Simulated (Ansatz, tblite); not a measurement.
# The cluster Rh₃−: a ladder of methods and basis sets

Aim: run the singlet of the cluster Rh₃− at one geometry on many levels, and compare frontier levels, spin and run time.

The runs use Ansatz 0.2.0, Gaussian basis; as each input shows.

Plan: GFN1-xTB, GFN2-xTB, PBE-D4/def2-TZVPD, r2SCAN-D4/def2-TZVPD, BLYP-D4/def2-TZVPD, LC-ωPBE/def2-TZVPD, HF/def2-TZVPD, ωB97X-V/def2-TZVPD, HSE06-D4/def2-TZVPD, PBE+5HF/def2-TZVPD, PBE+10HF/def2-TZVPD, PBE+15HF/def2-TZVPD, PBE+35HF/def2-TZVPD, PBE+50HF/def2-TZVPD, PBE-D4/def2-SVPD, PBE0-D4/def2-SVPD, MP2/def2-TZVPD.

4 further runs of the same task are left out: 3 that didn't finish, 1 set aside as unsound or not needed. Runs told in other sessions of the task aren't counted.

## (1) The geometry

The singlet was relaxed beforehand with PBE-D4/def2-TZVPD. At that level it is the lowest of the isomers that a small search found.

3 atoms, charge -1, spin multiplicity 1.

Bond lengths: Rh1–Rh2 2.393 Å, Rh1–Rh3 2.393 Å, Rh2–Rh3 2.393 Å. Angles: Rh2–Rh1–Rh3 60.0°, Rh1–Rh2–Rh3 60.0°, Rh1–Rh3–Rh2 60.0°.

As a file:

```xyz
3

Rh   -1.3527    0.2326   -0.1575
Rh    0.4502   -1.2657    0.3228
Rh    0.9026    1.0331   -0.1654
```

Rh takes a core potential in the def2 sets. No spin-orbit coupling is included. The ion is computed in the gas phase, without counter-ions or solvent.

PBE0-D4/def2-TZVPD was run before; its log isn't repeated, and its numbers join the tables.

## (2) GFN1-xTB

Tight binding, by tblite at 300 K electronic temperature and without a spin-polarisation term:

```python
tblite.interface.Calculator('GFN1-xTB', numbers, positions, charge=-1, uhf=0).singlepoint()
```

Energy -330.7423 eV, HOMO -4.46 eV, LUMO -3.57 eV; 0.003 s.

## (3) GFN2-xTB

Tight binding, by tblite at 300 K electronic temperature and without a spin-polarisation term:

```python
tblite.interface.Calculator('GFN2-xTB', numbers, positions, charge=-1, uhf=0).singlepoint()
```

Energy -329.2799 eV, HOMO -1.10 eV, LUMO -0.26 eV; 0.003 s.

## (4) PBE-D4/def2-TZVPD

start.molden holds the orbitals of an earlier run on this state, given as this run's starting guess.

The input, in.yaml:

```yaml
crystal:
  periodic: [false, false, false]
  atoms:
    - {symbol: Rh, position_ang: [-1.352733, 0.232641, -0.157461]}
    - {symbol: Rh, position_ang: [0.450152, -1.265748, 0.322847]}
    - {symbol: Rh, position_ang: [0.902581, 1.033107, -0.165386]}
basis:
  gaussian: {orbitals: def2-TZVPD, initial_orbitals: start.molden}
total_charge: -1
hamiltonian: {xc: pbe, dispersion: d4}
scf: {omitted_lower_state_checks: [starts]}
output: {orbitals: {seedname: orbitals}}
```

Started as:

```sh
$ ansatz run in.yaml --threads 4 --pin off --events-out ev --progress --plain --max-ram 3916MiB
```

Further steps of the session: r2SCAN-D4/def2-TZVPD; BLYP-D4/def2-TZVPD; LC-ωPBE/def2-TZVPD; HF/def2-TZVPD; ωB97X-V/def2-TZVPD; HSE06-D4/def2-TZVPD; PBE+5HF/def2-TZVPD; PBE+10HF/def2-TZVPD; PBE+15HF/def2-TZVPD; PBE+35HF/def2-TZVPD; PBE+50HF/def2-TZVPD; PBE-D4/def2-SVPD; PBE0-D4/def2-SVPD; MP2/def2-TZVPD.

**Question.** What will the summary of the whole plan be? Wanted: gap in def2-TZVPD, named functionals and Hartree-Fock, smallest and largest; gap over the share of exact exchange; correlation energy, MP2/def2-TZVPD; PBE0 total energy, smallest basis above largest.

**Answer**, as computed:

```
                                                                   quantity                                  value
gap in def2-TZVPD, named functionals and Hartree-Fock, smallest and largest  1.02 eV (HSE06-D4), 5.55 eV (LC-ωPBE)
                                       gap over the share of exact exchange        0.23 eV at 0.05, 3.26 eV at 0.5
                                         correlation energy, MP2/def2-TZVPD                              -42.24 eV
                            PBE0 total energy, smallest basis above largest        2.39 eV (def2-SVPD, def2-TZVPD)
```

**Reading.** Over the named functionals and Hartree-Fock in def2-TZVPD the gap runs from 1.02 eV (HSE06-D4) to 5.55 eV (LC-ωPBE). Raising the share of exact exchange from 0.05 to 0.5 moves the HOMO by -1.29 eV and the LUMO by +1.73 eV. PBE-D4, BLYP-D4, r2SCAN-D4 leave an empty level below a filled one, so this occupation isn't an aufbau state there; left out of the range. PBE0-D4, HSE06-D4 put the HOMO above zero; others here keep it below zero, so the sign hangs on the functional's self-interaction and doesn't show that the species is unbound.
